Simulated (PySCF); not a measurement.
# input.py for MgH

File input.py (PySCF 2.14):

```python
from pyscf import gto, scf, ci

mol = gto.M(
    atom='Mg 0 0 0; H 0 0 1.926',
    basis='cc-pvdz-dk',
    charge=0,
    spin=1,
    symmetry=True,
    verbose=4,
)
mf = scf.UHF(mol)
mf = mf.sfx2c1e()
mf.kernel()
ci.CISD(mf, frozen=1).kernel()
mf.dip_moment()
print('orbital energies (hartree):', [e[max(0, n-3):n+3].round(4) for e, n in zip(mf.mo_energy, mol.nelec)])
```

```bash
$ OMP_NUM_THREADS=1 python input.py
```

Output (some set-up lines and the per-cycle HOMO/LUMO lines with their warnings removed):

```
PySCF version 2.14.0

[INPUT] verbose = 4
[INPUT] num. atoms = 2
[INPUT] num. electrons = 13
[INPUT] charge = 0
[INPUT] spin (= nelec alpha-beta = 2S) = 1
[INPUT] symmetry True subgroup None
[INPUT] Mole.unit = angstrom
[INPUT] Symbol           X                Y                Z      unit          X                Y                Z       unit  Magmom
[INPUT]  1 Mg     0.000000000000   0.000000000000   0.000000000000 AA    0.000000000000   0.000000000000   0.000000000000 Bohr   0.0
[INPUT]  2 H      0.000000000000   0.000000000000   1.926000000000 AA    0.000000000000   0.000000000000   3.639612515912 Bohr   0.0

nuclear repulsion = 3.29705427364486
point group symmetry = Coov
symmetry origin: [0.         0.         0.27997019]
symmetry axis x: [1. 0. 0.]
symmetry axis y: [0. 1. 0.]
symmetry axis z: [0. 0. 1.]
num. orbitals of irrep A1 = 11
num. orbitals of irrep E1x = 5
num. orbitals of irrep E1y = 5
num. orbitals of irrep E2x = 1
num. orbitals of irrep E2y = 1
number of shells = 8
number of NR pGTOs = 48
number of NR cGTOs = 23
basis = cc-pvdz-dk
ecp = {}

******** <class 'pyscf.x2c.sfx2c1e.sfX2C1eSymAdaptedUHF'> ********
method = sfX2C1eSymAdaptedUHF
initial guess = minao
damping factor = 0
level_shift factor = 0
DIIS = <class 'pyscf.scf.diis.CDIIS'>
diis_start_cycle = 1
diis_space = 8
diis_damp = 0
SCF conv_tol = 1e-09
SCF conv_tol_grad = None
SCF max_cycles = 50
direct_scf = True
direct_scf_tol = 1e-13
number electrons alpha = 7  beta = 6

******** <class 'pyscf.x2c.sfx2c1e.SpinFreeX2CHelper'> ********
approx = 1e
xuncontract = 1
Freeze 0 electrons in irreps []
    13 free electrons in irreps A1 E1x E1y E2x E2y
Set gradient conv threshold to 3.16228e-05
init E= -200.31890212023

cycle= 1 E= -200.430971390739  delta_E= -0.112  |g|= 0.0738  |ddm|= 0.684
cycle= 2 E= -200.444250984867  delta_E= -0.0133  |g|= 0.0361  |ddm|= 0.217
cycle= 3 E= -200.449547435263  delta_E= -0.0053  |g|= 0.0112  |ddm|= 0.171
cycle= 4 E= -200.450186163806  delta_E= -0.000639  |g|= 0.00578  |ddm|= 0.052
cycle= 5 E= -200.45037219756  delta_E= -0.000186  |g|= 0.00361  |ddm|= 0.0231
cycle= 6 E= -200.45048744743  delta_E= -0.000115  |g|= 0.000729  |ddm|= 0.034
cycle= 7 E= -200.450490499804  delta_E= -3.05e-06  |g|= 0.000251  |ddm|= 0.00478
cycle= 8 E= -200.45049082419  delta_E= -3.24e-07  |g|= 7.87e-05  |ddm|= 0.0025
cycle= 9 E= -200.450490850813  delta_E= -2.66e-08  |g|= 1.15e-05  |ddm|= 0.000526
cycle= 10 E= -200.450490851226  delta_E= -4.13e-10  |g|= 2.76e-06  |ddm|= 6.68e-05
Extra cycle  E= -200.450490851248  delta_E= -2.2e-11  |g|= 1.48e-06  |ddm|= 7.19e-06
converged SCF energy = -200.450490851248  <S^2> = 0.77265495  2S+1 = 2.0225281

******** <class 'pyscf.ci.ucisd.UCISD'> ********
CISD nocc = (np.int64(6), np.int64(5)), nmo = (22, 22)
frozen orbitals 1
max_cycle = 50
direct = 0
conv_tol = 1e-09
max_cycle = 50
max_space = 12
lindep = 0
nroots = 1
Init t2, MP2 energy = -0.028245233667748
UCISD converged
E(UCISD) = -200.4896292533979  E_corr = -0.03913840214947459
Dipole moment(X, Y, Z, Debye): -0.00000, -0.00000, -1.86161
orbital energies (hartree): [array([-2.3095, -0.4052, -0.2663,  0.0314,  0.0314,  0.1154]), array([-2.3079, -2.3029, -0.3423,  0.0189,  0.0535,  0.0535])]
```

In short: E(SCF) = -200.450491 Eh, 10 cycles, E(CISD) − E(SCF) = -0.03914 Eh, ⟨S²⟩ = 0.773, μz(SCF) = -1.86 D.

Hardware: Arm Neoverse N1, 1 thread, shared host. Wall time 1.5 s.

The bond length is a typed value, not an optimised one. No search for the lowest solution was made.
